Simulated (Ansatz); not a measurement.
Geometry optimisation, RHF/def2-SVPD (Ansatz 0.2.0).

Input file:

```yaml
crystal:
  periodic: [false, false, false]
  atoms:
    - { symbol: B, position_ang: [0.0, 0.0, 0.0] }
    - { symbol: H, position_ang: [0.0, 0.0, 1.19] }
    - { symbol: Cl, position_ang: [1.6108, 0.0, -0.93] }
    - { symbol: O, position_ang: [-1.2211, 0.0, -0.705] }
    - { symbol: H, position_ang: [-1.7308, -0.8467, -0.4965] }
basis:
  gaussian: { orbitals: def2-SVPD }
hamiltonian:
  xc: hf
relax:
  f_tol: 0.02
  max_steps: 40
```

Command:

```bash
$ ansatz run input.yaml --threads 1 --pin off --max-ram 2048MiB --backend cpu --events-out ev --progress --plain --runs-dir out
```

Problem. Where does it end, and by what steps?

Solution. The run converged. After 7 steps the energy has fallen by 0.671 eV; O4 moved furthest, 0.40 Å.

| step | energy less start (eV) | largest force component (eV/Å) | accepted |
| --- | --- | --- | --- |
| 0 | 0.0000 | 2.940 | yes |
| 1 | -0.2600 | 2.835 | yes |
| 2 | -0.5104 | 2.569 | yes |
| 3 | -0.6610 | 0.712 | yes |
| 4 | -0.6699 | 0.134 | yes |
| 5 | -0.6705 | 0.038 | yes |
| 6 | -0.6705 | 0.028 | yes |
| 7 | -0.6706 | 0.001 | yes |

```xyz
5
Properties=species:S:1:pos:R:3
B 0.016 -0.107 -0.057
H -0.014 -0.078 1.135
Cl 1.568 0.188 -0.870
O -1.055 -0.350 -0.811
H -1.857 -0.501 -0.337
```

Run time: 9.5 s on 1 thread of Intel(R) Xeon(R) Platinum 8488C (Sapphire Rapids), on a shared host, peak memory 0.16 GiB.
